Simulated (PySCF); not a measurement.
# The first ionisation energy along group 13

All values are computed (PySCF 2.14, energy differences of UHF-based or UKS calculations, no spin-orbit coupling). Values in eV. The last column holds reference values (NIST; (s) semi-empirical, (t) theoretical, else measured). Unmarked ones compare directly (S terms, centres of terms, or small fine structure); those marked * lie between the lowest fine-structure levels and include a spin-orbit shift.

```tsv
element	configurations	UHF	PBE0	MP2 (valence)	SCS-MP2 (valence)	MP2 (valence and next inner shell)	CCSD(T) (valence)	reference
B (aug-cc-pCVTZ-DK, spin-free X2C)	[He] 2s2 2p1 → [He] 2s2	8.033	8.640	8.261	8.228	8.272	8.211	8.297
Al (aug-cc-pCVTZ-DK, spin-free X2C)	[Ne] 3s2 3p1 → [Ne] 3s2	5.589	6.079	5.814	5.798	5.794	5.938	5.977
In (aug-cc-pwCVTZ-DK3, spin-free X2C)	[Kr] 4d10 5s2 5p1 → [Kr] 4d10 5s2	5.219	5.630	5.410	5.394	5.474	5.486	5.603
Tl (aug-cc-pwCVTZ-DK3, spin-free X2C)	[Xe] 4f14 5d10 6s2 6p1 → [Xe] 4f14 5d10 6s2	4.997	5.431	5.177	5.159	5.309	5.236	5.464
```

Q: Which of these methods has the smallest mean absolute error against the measured values here?

A: CCSD(T) (valence), with 0.118 eV.

| method | elements | mean error (eV) | mean absolute error (eV) | largest error (eV) |
| --- | --- | --- | --- | --- |
| UHF | 4 | -0.376 | 0.376 | -0.467 |
| PBE0 | 4 | 0.110 | 0.127 | 0.344 |
| MP2 (valence) | 4 | -0.170 | 0.170 | -0.287 |
| SCS-MP2 (valence) | 4 | -0.190 | 0.190 | -0.306 |
| MP2 (valence and next inner shell) | 4 | -0.123 | 0.123 | -0.183 |
| CCSD(T) (valence) | 4 | -0.118 | 0.118 | -0.228 |

Errors include the incompleteness of the basis and the frozen core.

"Valence" correlates the outer s and p shells and, in groups 3 to 12 and the f block, the outer d or f shell, open or full, or the next shell where the ion has no valence electron left; the wider scheme adds the next inner shell.
